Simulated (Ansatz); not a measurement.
# BH₂− (triplet): B3LYP, wB97M-V, HSE06 over a scan of the scale of all distances, 6-31++G**

How well do these functionals follow the top wave-function level for BH₂− (triplet) over a scan of the scale of all distances?

Program: Ansatz 0.2.0, Gaussian basis. Level of theory: 6-31++G**, all electrons in the functionals. These are calculated values, not measurements.

To be run: B3LYP, wB97M-V, HSE06, at 0.873; 1.000; 1.109; 1.323; 1.479; 1.721; 1.961; 2.354.

17 further runs of the same task are left out: 12 that didn't finish, 5 set aside as unsound or not needed.

### 1 The geometry

The geometry derives from a PBE0/def2-TZVPD stationary point (not a proven minimum). All distances are scaled together.

3 atoms, charge -1, spin multiplicity 3.

Atoms are counted from 1 here; the program's logs count them from 0.

Bond lengths: B1–H2 1.209 Å, B1–H3 1.209 Å. Angles: H2–B1–H3 128.9°.

No dispersion term is added; wB97M-V holds VV10 nonlocal correlation. B3LYP takes the VWN-RPA correlation. HSE06 is the plane-wave form.

The geometry shown and the zero of energy belong to the point 1.000. The yardstick, FCI, and other wave-function levels (R restricted, U unrestricted, valence and pair active spaces) come from earlier runs.

### 2 B3LYP, 0.873

Contents of in.yaml:

```yaml
crystal:
  periodic: [false, false, false]
  atoms:
    - {symbol: B, position_ang: [0.000000, -0.071493, 0.000000]}
    - {symbol: H, position_ang: [0.000000, 0.383413, -0.952507]}
    - {symbol: H, position_ang: [0.000000, 0.383413, 0.952507]}
basis:
  gaussian: {orbitals: "6-31++G**"}
total_charge: -1
magnetization: {spin_polarized: true, initial_magnetization: 2}
hamiltonian: {xc: {name: B3LYP}}
```

Launch:

```bash
$ ansatz run in.yaml --threads 1 --pin off --events-out ev --progress --plain --max-ram 2393MiB
```

After this run come: B3LYP, 1.000; B3LYP, 1.109; B3LYP, 1.323; B3LYP, 1.479; B3LYP, 1.721; B3LYP, 1.961; B3LYP, 2.354; wB97M-V, 0.873; wB97M-V, 1.000; wB97M-V, 1.109; wB97M-V, 1.323; wB97M-V, 1.479; wB97M-V, 1.721; wB97M-V, 1.961; wB97M-V, 2.354; HSE06, 0.873; HSE06, 1.000; HSE06, 1.109; HSE06, 1.323; HSE06, 1.479; HSE06, 1.721; HSE06, 1.961; HSE06, 2.354.

**Question.** What will the summary of the whole plan be? Wanted: span of the FCI curve; largest miss, B3LYP; largest miss, wB97M-V; largest miss, HSE06.

The runs gave:

```
             quantity                  value
span of the FCI curve         133.8 kcal/mol
  largest miss, B3LYP  -5.0 kcal/mol (2.354)
largest miss, wB97M-V  +5.0 kcal/mol (2.354)
  largest miss, HSE06  +3.5 kcal/mol (2.354)
```

Of the functionals, HSE06 keep the smallest largest miss at the points compared (at most 3.5 kcal/mol) and wB97M-V strays most (5.0 kcal/mol, at 2.354). Functionals and the yardstick converge differently with the basis, so part of each miss in 6-31++G** is the basis.
